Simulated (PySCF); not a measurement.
# CH2F radical: a look at the electrons

For CH2F radical, the scripts below see where an electron leaves and enters, analyse its density (charges, bond critical points, surface potential) and measure its response to a uniform field.

Method: levels as typed in each script, gas phase, geometry from GFN2-xTB; program: PySCF 2.14.0.

## (1) The starting structure

SMILES `[CH2]F`, 4 atoms, charge 0, spin multiplicity 2.

Bond lengths: C1–F2 1.332 Å, C1–H3 1.071 Å, C1–H4 1.071 Å. Angles: F2–C1–H3 115.5°, F2–C1–H4 115.5°, H3–C1–H4 126.1°.

Geometry (Å):

| atom | x (Å) | y (Å) | z (Å) |
| --- | --- | --- | --- |
| C1 | 0.6499 | 0.0000 | -0.0422 |
| F2 | -0.6812 | 0.0000 | 0.0073 |
| H3 | 1.1160 | -0.9544 | 0.0937 |
| H4 | 1.1158 | 0.9547 | 0.0937 |

## (2) Removing and adding an electron (B3LYP/def2-svpd)

The input, input.py:

```python
import numpy as np
from pyscf import gto, scf, dft
from pyscf.scf import atom_ks, atom_hf
from scipy.linalg import block_diag

def solve(mol, dm0=None, hcore=None):
    mf = (dft.UKS if mol.spin else dft.RKS)(mol, xc='b3lyp')
    mf.grids.level = 3
    mf = mf.density_fit(auxbasis='def2-universal-jkfit')
    mf.conv_tol, mf.max_cycle = 1e-8, 80
    if hcore is not None:
        mf.get_hcore = lambda *args: hcore
    mf.kernel(dm0)
    if not mf.converged:
        mf = mf.newton().run(mf.mo_coeff, mf.mo_occ, max_cycle=30)
    assert mf.converged, 'SCF not converged'
    return mf

mol = gto.M(atom='''
C      0.64990    -0.00004    -0.04217
F     -0.68124    -0.00001     0.00729
H      1.11603    -0.95442     0.09373
H      1.11576     0.95473     0.09368
''', basis='def2-svpd', charge=0, spin=1, verbose=4)
mf = solve(mol)
out = dict(e0=mf.e_tot, dm0=mf.make_rdm1(), c=mf.mo_coeff, occ=mf.mo_occ, eps=mf.mo_energy)
for name, dq, spin in [('cation', 1, 0), ('anion', -1, 0)]:
    ion = mol.copy().set(charge=mol.charge + dq, spin=spin).build()
    mi = solve(ion)
    if spin and dq > 0 and mol.nao < 130:
        c, _, stable, _ = mi.stability(return_status=True)
        if not stable:
            mi = solve(ion, mi.make_rdm1(c, mi.mo_occ))
    print(name, 'vertical energy change / eV', (mi.e_tot - mf.e_tot) * 27.211386)
    out.update({'e_' + name: mi.e_tot, 'dm_' + name: mi.make_rdm1(), 's2_' + name: mi.spin_square()[0], 'eps_' + name: mi.mo_energy, 'occ_' + name: mi.mo_occ})
# spherically averaged free atoms, for the promolecule
atm = atom_ks.get_atm_nrks(mol, xc='b3lyp')
pro = block_diag(*[(atm[a[0]][2] * atm[a[0]][3]) @ atm[a[0]][2].T for a in mol._atom])
np.savez('result.npz', pro=pro, **out)
```

Command:

```sh
$ OMP_NUM_THREADS=1 python input.py
```

Output:

```text
[ENV] PYSCF_TMPDIR <dir>
[ENV] PYSCF_MAX_MEMORY 1650
[INPUT] verbose = 4
[INPUT] num. atoms = 4
[INPUT] num. electrons = 17
[INPUT] charge = 0
[INPUT] spin (= nelec alpha-beta = 2S) = 1
[INPUT] symmetry False subgroup None
[INPUT] Mole.unit = angstrom
[INPUT] Symbol           X                Y                Z      unit          X                Y                Z       unit  Magmom
[INPUT]  1 C      0.649900000000  -0.000040000000  -0.042170000000 AA    1.228133008355  -0.000075589045  -0.079689750673 Bohr   0.0
[INPUT]  2 F     -0.681240000000  -0.000010000000   0.007290000000 AA   -1.287357025099  -0.000018897261   0.013776103448 Bohr   0.0
[INPUT]  3 H      1.116030000000  -0.954420000000   0.093730000000 AA    2.108991046798  -1.803592407807   0.177124029655 Bohr   0.0
[INPUT]  4 H      1.115760000000   0.954730000000   0.093680000000 AA    2.108480820745   1.804178222906   0.177029543349 Bohr   0.0

nuclear repulsion = 32.3357240614261
number of shells = 25
number of NR pGTOs = 83
number of NR cGTOs = 59
basis = def2-svpd
ecp = {}

******** <class 'pyscf.df.df_jk.DFUKS'> ********
method = DFUKS
initial guess = minao
damping factor = 0
level_shift factor = 0
DIIS = <class 'pyscf.scf.diis.CDIIS'>
diis_start_cycle = 1
diis_space = 8
diis_damp = 0
SCF conv_tol = 1e-08
SCF conv_tol_grad = None
SCF max_cycles = 80
direct_scf = False
number electrons alpha = 9  beta = 8
XC library pyscf.dft.libxc version 7.0.0
    S. Lehtola, C. Steigemann, M. J.T. Oliveira, and M. A.L. Marques.,  SoftwareX 7, 1–5 (2018)
XC functionals = b3lyp
    P. J. Stephens, F. J. Devlin, C. F. Chabalowski, and M. J. Frisch.,  J. Phys. Chem. 98, 11623 (1994)
radial grids:
    Treutler-Ahlrichs [JCP 102, 346 (1995); DOI:10.1063/1.469408] (M4) radial grids

becke partition: Becke, JCP 88, 2547 (1988); DOI:10.1063/1.454033
pruning grids: <function nwchem_prune at 0x70f9ead4b600>
grids dens level: 3
symmetrized grids: False
atomic radii adjust function: <function treutler_atomic_radii_adjust at 0x70f9ead4bba0>
small_rho_cutoff = 0
Set gradient conv threshold to 0.0001
tot grids = 48000
******** <class 'pyscf.df.df.DF'> ********
auxbasis = def2-universal-jkfit
init E= -139.024497886035
[... the frontier-level lines of each cycle are left out ...]


cycle= 1 E= -138.957449375904  delta_E= 0.067  |g|= 0.236  |ddm|= 1.57
cycle= 2 E= -138.9302483447  delta_E= 0.0272  |g|= 0.38  |ddm|= 0.359
cycle= 3 E= -138.976804937371  delta_E= -0.0466  |g|= 0.0285  |ddm|= 0.216
cycle= 4 E= -138.977122921666  delta_E= -0.000318  |g|= 0.00442  |ddm|= 0.0241
cycle= 5 E= -138.977141902269  delta_E= -1.9e-05  |g|= 0.00108  |ddm|= 0.00881
cycle= 6 E= -138.977143104728  delta_E= -1.2e-06  |g|= 0.000624  |ddm|= 0.00273
cycle= 7 E= -138.977143330928  delta_E= -2.26e-07  |g|= 8.99e-05  |ddm|= 0.000835
cycle= 8 E= -138.977143338078  delta_E= -7.15e-09  |g|= 2.38e-05  |ddm|= 0.000156
Extra cycle  E= -138.977143338313  delta_E= -2.34e-10  |g|= 1.63e-05  |ddm|= 3.81e-05
converged SCF energy = -138.977143338313  <S^2> = 0.75352797  2S+1 = 2.0035249

******** <class 'pyscf.df.df_jk.DFRKS'> ********
method = DFRKS
initial guess = minao
damping factor = 0
level_shift factor = 0
DIIS = <class 'pyscf.scf.diis.CDIIS'>
diis_start_cycle = 1
diis_space = 8
diis_damp = 0
SCF conv_tol = 1e-08
SCF conv_tol_grad = None
SCF max_cycles = 80
direct_scf = False
XC library pyscf.dft.libxc version 7.0.0
    S. Lehtola, C. Steigemann, M. J.T. Oliveira, and M. A.L. Marques.,  SoftwareX 7, 1–5 (2018)
XC functionals = b3lyp
    P. J. Stephens, F. J. Devlin, C. F. Chabalowski, and M. J. Frisch.,  J. Phys. Chem. 98, 11623 (1994)
radial grids:
    Treutler-Ahlrichs [JCP 102, 346 (1995); DOI:10.1063/1.469408] (M4) radial grids

becke partition: Becke, JCP 88, 2547 (1988); DOI:10.1063/1.454033
pruning grids: <function nwchem_prune at 0x70f9ead4b600>
grids dens level: 3
symmetrized grids: False
atomic radii adjust function: <function treutler_atomic_radii_adjust at 0x70f9ead4bba0>
small_rho_cutoff = 0
Set gradient conv threshold to 0.0001
Initial guess from minao.
tot grids = 48000
******** <class 'pyscf.df.df.DF'> ********
auxbasis = def2-universal-jkfit
init E= -139.024497886035
cycle= 1 E= -138.551389309881  delta_E= 0.473  |g|= 0.53  |ddm|= 2.17
cycle= 2 E= -138.339125885671  delta_E= 0.212  |g|= 1.24  |ddm|= 1.19
cycle= 3 E= -138.618348868209  delta_E= -0.279  |g|= 0.177  |ddm|= 0.827
cycle= 4 E= -138.62386171399  delta_E= -0.00551  |g|= 0.0192  |ddm|= 0.179
cycle= 5 E= -138.623918324446  delta_E= -5.66e-05  |g|= 0.00238  |ddm|= 0.0138
cycle= 6 E= -138.623919575045  delta_E= -1.25e-06  |g|= 0.000227  |ddm|= 0.00256
cycle= 7 E= -138.623919588259  delta_E= -1.32e-08  |g|= 7.38e-05  |ddm|= 0.0003
cycle= 8 E= -138.623919589284  delta_E= -1.03e-09  |g|= 1.64e-05  |ddm|= 4.89e-05
Extra cycle  E= -138.623919589144  delta_E= 1.4e-10  |g|= 3.32e-05  |ddm|= 2.8e-05
converged SCF energy = -138.623919589144
cation vertical energy change / eV 9.611707782998375

******** <class 'pyscf.df.df_jk.DFRKS'> ********
method = DFRKS
initial guess = minao
damping factor = 0
level_shift factor = 0
DIIS = <class 'pyscf.scf.diis.CDIIS'>
diis_start_cycle = 1
diis_space = 8
diis_damp = 0
SCF conv_tol = 1e-08
SCF conv_tol_grad = None
SCF max_cycles = 80
direct_scf = False
XC library pyscf.dft.libxc version 7.0.0
    S. Lehtola, C. Steigemann, M. J.T. Oliveira, and M. A.L. Marques.,  SoftwareX 7, 1–5 (2018)
XC functionals = b3lyp
    P. J. Stephens, F. J. Devlin, C. F. Chabalowski, and M. J. Frisch.,  J. Phys. Chem. 98, 11623 (1994)
radial grids:
    Treutler-Ahlrichs [JCP 102, 346 (1995); DOI:10.1063/1.469408] (M4) radial grids

becke partition: Becke, JCP 88, 2547 (1988); DOI:10.1063/1.454033
pruning grids: <function nwchem_prune at 0x70f9ead4b600>
grids dens level: 3
symmetrized grids: False
atomic radii adjust function: <function treutler_atomic_radii_adjust at 0x70f9ead4bba0>
small_rho_cutoff = 0
Set gradient conv threshold to 0.0001
tot grids = 48000
******** <class 'pyscf.df.df.DF'> ********
auxbasis = def2-universal-jkfit
init E= -139.024497886035
cycle= 1 E= -138.860834024878  delta_E= 0.164  |g|= 0.536  |ddm|= 2.27
cycle= 2 E= -138.450188179629  delta_E= 0.411  |g|=  1.2  |ddm|=  136
cycle= 3 E= -138.93936773208  delta_E= -0.489  |g|= 0.118  |ddm|=  135
cycle= 4 E= -138.942987333408  delta_E= -0.00362  |g|= 0.0785  |ddm|= 0.328
cycle= 5 E= -138.944029762162  delta_E= -0.00104  |g|= 0.018  |ddm|= 0.367
cycle= 6 E= -138.944120949549  delta_E= -9.12e-05  |g|= 0.00336  |ddm|= 0.192
cycle= 7 E= -138.944130381271  delta_E= -9.43e-06  |g|= 0.000802  |ddm|= 0.134
cycle= 8 E= -138.944131691686  delta_E= -1.31e-06  |g|= 0.000219  |ddm|= 0.0631
cycle= 9 E= -138.944131825007  delta_E= -1.33e-07  |g|= 6.51e-05  |ddm|= 0.0259
cycle= 10 E= -138.944131826347  delta_E= -1.34e-09  |g|= 2.72e-05  |ddm|= 0.00102
Extra cycle  E= -138.944131826207  delta_E= 1.4e-10  |g|= 3.84e-05  |ddm|= 0.000176
converged SCF energy = -138.944131826207
anion vertical energy change / eV 0.8982889983689437
Spherically averaged atomic KS for {'F', 'C', 'H'}

******** <class 'pyscf.scf.atom_ks.AtomSphAverageRKS'> ********
method = AtomSphAverageRKS
initial guess = vsap
damping factor = 0
level_shift factor = 0
diis_start_cycle = 1
diis_space = 12
SCF conv_tol = 1e-09
SCF conv_tol_grad = None
SCF max_cycles = 50
direct_scf = True
direct_scf_tol = 1e-13
XC library pyscf.dft.libxc version 7.0.0
    S. Lehtola, C. Steigemann, M. J.T. Oliveira, and M. A.L. Marques.,  SoftwareX 7, 1–5 (2018)
XC functionals = b3lyp
    P. J. Stephens, F. J. Devlin, C. F. Chabalowski, and M. J. Frisch.,  J. Phys. Chem. 98, 11623 (1994)
radial grids:
    Treutler-Ahlrichs [JCP 102, 346 (1995); DOI:10.1063/1.469408] (M4) radial grids

becke partition: Becke, JCP 88, 2547 (1988); DOI:10.1063/1.454033
pruning grids: <function nwchem_prune at 0x70f9ead4b600>
grids dens level: 3
symmetrized grids: False
atomic radii adjust function: <function treutler_atomic_radii_adjust at 0x70f9ead4bba0>
User specified grid scheme (100, 434)
small_rho_cutoff = 0
Set gradient conv threshold to 3.16228e-05
tot grids = 24752
init E= -5.34113531397261
cycle= 1 E= -5.35951754530119  delta_E= -0.0184  |g|=    0  |ddm|= 0.545
cycle= 2 E= -5.36488535436163  delta_E= -0.00537  |g|=    0  |ddm|= 0.325
cycle= 3 E= -5.36774370397216  delta_E= -0.00286  |g|=    0  |ddm|= 0.158
cycle= 4 E= -5.36795538909032  delta_E= -0.000212  |g|=    0  |ddm|= 0.0632
cycle= 5 E= -5.36806586735319  delta_E= -0.00011  |g|=    0  |ddm|= 0.0315
cycle= 6 E= -5.3680740999573  delta_E= -8.23e-06  |g|=    0  |ddm|= 0.0124
cycle= 7 E= -5.3680783722391  delta_E= -4.27e-06  |g|=    0  |ddm|= 0.0062
cycle= 8 E= -5.36807869219549  delta_E= -3.2e-07  |g|=    0  |ddm|= 0.00245
cycle= 9 E= -5.36807885804228  delta_E= -1.66e-07  |g|=    0  |ddm|= 0.00122
cycle= 10 E= -5.36807887047619  delta_E= -1.24e-08  |g|=    0  |ddm|= 0.000482
cycle= 11 E= -5.36807887691972  delta_E= -6.44e-09  |g|=    0  |ddm|= 0.000241
cycle= 12 E= -5.36807887759898  delta_E= -6.79e-10  |g|=    0  |ddm|= 3.96e-05
Extra cycle  E= -5.36807887765213  delta_E= -5.31e-11  |g|=    0  |ddm|= 3.15e-05
Atomic HF for atom  C  converged. SCF energy = -5.36807887765213

******** <class 'pyscf.scf.atom_ks.AtomSphAverageRKS'> ********
method = AtomSphAverageRKS
initial guess = vsap
damping factor = 0
level_shift factor = 0
diis_start_cycle = 1
diis_space = 12
SCF conv_tol = 1e-09
SCF conv_tol_grad = None
SCF max_cycles = 50
direct_scf = True
direct_scf_tol = 1e-13
XC library pyscf.dft.libxc version 7.0.0
    S. Lehtola, C. Steigemann, M. J.T. Oliveira, and M. A.L. Marques.,  SoftwareX 7, 1–5 (2018)
XC functionals = b3lyp
    P. J. Stephens, F. J. Devlin, C. F. Chabalowski, and M. J. Frisch.,  J. Phys. Chem. 98, 11623 (1994)
radial grids:
    Treutler-Ahlrichs [JCP 102, 346 (1995); DOI:10.1063/1.469408] (M4) radial grids

becke partition: Becke, JCP 88, 2547 (1988); DOI:10.1063/1.454033
pruning grids: <function nwchem_prune at 0x70f9ead4b600>
grids dens level: 3
symmetrized grids: False
atomic radii adjust function: <function treutler_atomic_radii_adjust at 0x70f9ead4bba0>
User specified grid scheme (100, 434)
small_rho_cutoff = 0
Set gradient conv threshold to 3.16228e-05
tot grids = 25232
init E= -67.2252320770643
cycle= 1 E= -67.2254960167577  delta_E= -0.000264  |g|=    0  |ddm|= 0.201
cycle= 2 E= -67.2241973619276  delta_E= 0.0013  |g|=    0  |ddm|= 0.193
cycle= 3 E= -67.2310272906976  delta_E= -0.00683  |g|=    0  |ddm|= 0.0966
cycle= 4 E= -67.2310249319286  delta_E= 2.36e-06  |g|=    0  |ddm|= 0.00951
cycle= 5 E= -67.2310408354851  delta_E= -1.59e-05  |g|=    0  |ddm|= 0.00474
cycle= 6 E= -67.2310408312671  delta_E= 4.22e-09  |g|=    0  |ddm|= 0.000397
cycle= 7 E= -67.2310408592427  delta_E= -2.8e-08  |g|=    0  |ddm|= 0.000216
cycle= 8 E= -67.2310408592275  delta_E= 1.52e-11  |g|=    0  |ddm|= 1.95e-05
Extra cycle  E= -67.2310408592151  delta_E= 1.24e-11  |g|=    0  |ddm|= 2.16e-05
Atomic HF for atom  F  converged. SCF energy = -67.2310408592151

******** <class 'pyscf.scf.atom_ks.AtomSphAverageRKS'> ********
method = AtomSphAverageRKS
initial guess = vsap
damping factor = 0
level_shift factor = 0
diis_start_cycle = 1
diis_space = 12
SCF conv_tol = 1e-09
SCF conv_tol_grad = None
SCF max_cycles = 50
direct_scf = True
direct_scf_tol = 1e-13
XC library pyscf.dft.libxc version 7.0.0
    S. Lehtola, C. Steigemann, M. J.T. Oliveira, and M. A.L. Marques.,  SoftwareX 7, 1–5 (2018)
XC functionals = b3lyp
    P. J. Stephens, F. J. Devlin, C. F. Chabalowski, and M. J. Frisch.,  J. Phys. Chem. 98, 11623 (1994)
radial grids:
    Treutler-Ahlrichs [JCP 102, 346 (1995); DOI:10.1063/1.469408] (M4) radial grids

becke partition: Becke, JCP 88, 2547 (1988); DOI:10.1063/1.454033
pruning grids: <function nwchem_prune at 0x70f9ead4b600>
grids dens level: 3
symmetrized grids: False
atomic radii adjust function: <function treutler_atomic_radii_adjust at 0x70f9ead4bba0>
User specified grid scheme (100, 434)
small_rho_cutoff = 0
Set gradient conv threshold to 3.16228e-05
tot grids = 26240
init E= 31.8984631564532
cycle= 1 E= 31.8899801706068  delta_E= -0.00848  |g|=    0  |ddm|= 0.231
cycle= 2 E= 31.8898938762232  delta_E= -8.63e-05  |g|=    0  |ddm|= 0.0232
cycle= 3 E= 31.8898927589273  delta_E= -1.12e-06  |g|=    0  |ddm|= 0.00264
cycle= 4 E= 31.8898927447333  delta_E= -1.42e-08  |g|=    0  |ddm|= 0.000298
cycle= 5 E= 31.8898927445526  delta_E= -1.81e-10  |g|=    0  |ddm|= 3.36e-05
Extra cycle  E= 31.8898927445503  delta_E= -2.3e-12  |g|=    0  |ddm|= 3.79e-06
Atomic HF for atom  H  converged. SCF energy = 31.8898927445503
```

It took 9.6 s on 1 thread of Intel Xeon Platinum 8259CL at 2.50GHz (Skylake/Cascade Lake), shared host; peak memory 0.23 GiB.

The free atoms at the end serve only for the promolecule density; their printed energies are not used.

## (3) What the saved matrices give

Fukui function at fixed geometry.

f⁻ (Hirshfeld-condensed), largest first: C1 (0.48), F2 (0.24) and H3 and H4 (0.14 each); the vertical ionisation energy is 9.61 eV (to the singlet cation, which needn't be its lowest state). Orbital relaxation makes it negative in places (0.15 e in all).

```json
{"atom": "C1", "f⁻": "+0.48", "charge": "+0.01"}
{"atom": "F2", "f⁻": "+0.24", "charge": "−0.10"}
{"atom": "H3", "f⁻": "+0.14", "charge": "+0.05"}
{"atom": "H4", "f⁻": "+0.14", "charge": "+0.05"}
```

[end of part 1 of 3]
